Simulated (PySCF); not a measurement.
**Gas-phase XPS of `FP(F)F`, computed**

Compound: PF₃.
Bonds: F1–P2, P2–F3, P2–F4.

Method: delta-SCF UKS SCAN, pcX-3 on the ionised atom, pcseg-2 elsewhere, spin-free X2C in PySCF 2.14.0. These are vertical core ionisation energies against the vacuum level, from separate self-consistent calculations with and without the core hole.

Question: List the computed XPS lines with their assignment.

Answer: 
| atom(s) | environment | level | binding energy (eV) | count |
| --- | --- | --- | --- | --- |
| F1/F3/F4 | phosphorus-bound fluorine | F 1s | 693.99 | 3 |
| P2 | three-coordinate phosphorus | P 1s | 2155.83 | 1 |

Question: Which effective nuclear charge Zeff reproduces each element's mean 1s value in the hydrogen-like formula E = 13.606 eV × Zeff²?

Answer: F (Z = 9): mean 694.0 eV, Zeff = 7.14, Z − Zeff = 1.86; P (Z = 15): mean 2155.8 eV, Zeff = 12.59, Z − Zeff = 2.41. Means run over the listed sites, weighted by atom count.

Atoms equivalent by their bonding share one computed value, that of the first of them. Not every level is listed. Isolated species at its PBE0-D3(BJ)/def2-TZVP geometry, gas phase.
